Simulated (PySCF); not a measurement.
Molecule: `C=C`, C$_{2}$H$_{4}$.

Mapped SMILES: `[CH2:1]=[CH2:2]`. Each H is labelled by its parent atom.

Spin–spin couplings on one PBE0-D3(BJ)/def2-SVP geometry, PySCF, gas phase, non-relativistic, equivalent pairs averaged; isotopes 13C, 1H; functional B3LYP.

Reference values (Hz): 1J(C1,H(C1)) = 156.0 (measured; gas, zero-density limit, 300 K; Wilczek, Jackowski, Molecules 2024, 29, 4460); 1J(C1,C2) = 67.9 (measured; gas, zero-density limit, 300 K; Wilczek, Jackowski, Molecules 2024, 29, 4460); 2J(C1,H(C2)) = -2.5 (measured; gas, zero-density limit, 300 K; Wilczek, Jackowski, Molecules 2024, 29, 4460); 2J(H(C1),H(C1)) = 2.5 (measured; gas, zero-density limit, 300 K; Wilczek, Jackowski, Molecules 2024, 29, 4460); 3J(H(C1),H(C2)) = 11.8 (measured; gas, zero-density limit, 300 K; Wilczek, Jackowski, Molecules 2024, 29, 4460); 3J(H(C1),H(C2)) = 19.2 (measured; gas, zero-density limit, 300 K; Wilczek, Jackowski, Molecules 2024, 29, 4460).

Task: How do the couplings (Hz) change with the basis set? Times are CPU seconds on shared hosts with different chips, so compare them loosely. Far from the basis limit: 6-31G*, pcJ-0, 6-31G-J, def2-TZVP, cc-pVTZ.

Result: 
```tsv
basis set	functions	1J(C1,H(C1))	1J(C1,C2)	2J(C1,H(C2))	2J(H(C1),H(C1))	3J(H(C1),H(C2))	3J(H(C1),H(C2))	mean abs. error	core-s
6-31G*	36	166.2	88.5	-4.5	0.0	11.0	17.4	6.3	1.1
pcJ-0	38	145.4	58.6	-4.5	1.4	11.4	19.1	3.9	1.1
6-31G-J	40	171.7	80.0	-3.2	-0.1	13.4	20.4	5.6	1.2
def2-TZVP	86	158.4	77.2	-1.1	3.4	10.1	17.5	2.9	2.5
pcJ-1	94	166.8	80.0	-1.6	2.7	12.7	20.7	4.4	2.4
cc-pVTZ	116	150.5	85.1	-0.8	3.4	10.1	17.2	4.8	3.3
aug-cc-pVTZ-J	172	168.7	75.6	-1.0	3.6	13.5	21.4	4.5	5.7
pcJ-2	198	166.9	74.3	-1.1	3.6	13.4	21.3	3.9	7.1
```

Errors compare magnitudes, without vibrational corrections, and the largest couplings weigh most in the mean. Closest: def2-TZVP; furthest: 6-31G*.

The Fermi-contact term samples the wavefunction at the nucleus, which is why sets with added tight s functions (names with J) are made for couplings. Agreement of an ordinary basis with the reference is then largely a cancellation of errors.
